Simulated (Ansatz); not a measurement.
# BH5S: the cost of one run

Method: RKS wB97X-V/def2-SVP; program: Ansatz 0.2.0.

### 1 Reference run: BH5S, relaxed

File input.yaml:

```yaml
crystal:
  periodic: [false, false, false]
  atoms:
    - { symbol: B, position_ang: [-0.608512, -0.393485, -0.053275] }
    - { symbol: H, position_ang: [0.331951, -0.663515, -1.207087] }
    - { symbol: H, position_ang: [-0.392754, -1.286341, 0.729966] }
    - { symbol: H, position_ang: [-1.643676, -0.091179, -0.595736] }
    - { symbol: H, position_ang: [0.542723, 0.151512, -0.700866] }
    - { symbol: S, position_ang: [0.429265, 1.464117, 0.522857] }
    - { symbol: H, position_ang: [1.341003, 0.818791, 1.304042] }
basis:
  gaussian: { orbitals: def2-SVP }
hamiltonian:
  xc: { name: wB97X-V }
output:
  forces: true
relax:
  f_tol: 0.02
  max_steps: 120
  constraints:
    - { distance: [0, 5] }
    - { distance: [1, 4] }
    - { distance: [0, 1] }
    - { distance: [4, 5] }
  escape_saddle: false
```

Launch:

```
$ ansatz run input.yaml --threads 1 --pin off --max-ram 2560MiB --backend cpu --events-out ev --progress --plain --runs-dir out
```

Q: Estimate wall time and peak memory on 1 thread of Arm Neoverse V1, shared host.

About 23 s, with a peak of 0.14 GiB.
